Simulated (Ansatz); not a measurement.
**How basis sets differ on BF (SMILES [B]F)**

BF, singlet, SMILES `[B]F`. Each level relaxes the structure for itself.

Quantity: the equilibrium bond length, in Å. The values are calculated.

```
                           level                 kind  program  value (Å)
        MP2/x2c-SV(P)all (sfX2C)  perturbation theory   Ansatz      1.269
MP2/6-31G* (Cartesian functions)  perturbation theory   Ansatz      1.281
                 MP2/aug-cc-pVDZ  perturbation theory   Ansatz      1.304
                     MP2/cc-pVTZ  perturbation theory   Ansatz      1.268
        MP2/x2c-TZVPPall (sfX2C)  perturbation theory   Ansatz      1.269
```

The values span 1.268 to 1.304 Å.
